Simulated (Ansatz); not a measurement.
This Ansatz (a program for electronic structure) input (r2SCAN/def2-TZVPP) gives -1.17131 Eh with 28 basis functions. A basis named .json is the Basis Set Exchange file of that set (core-valence sets with the plain set on hydrogen).

Ansatz 0.2 input:
```yaml
crystal:
  periodic: [false, false, false]
  atoms:
    - {symbol: H, position_ang: [-0.00000000, -0.00000000, -0.37201156]}
    - {symbol: H, position_ang: [0.00000000, 0.00000000, 0.37201156]}
basis:
  gaussian:
    orbitals: def2-TZVPP
    fitting: {mean_field: def2-SV_P_-JKFIT.json}
hamiltonian:
  xc: {name: r2SCAN}
magnetization: {spin_polarized: false}
```

Change:
```diff
- fitting: {mean_field: def2-SV_P_-JKFIT.json}
+ final_grid: {core_spheres: 4, valence_spheres: 3, degree: 11}
```

Problem. What does the run give now?

Solution. -1.17230 Eh (r2SCAN/def2-TZVPP, 28 functions), a change of -0.99 mEh.
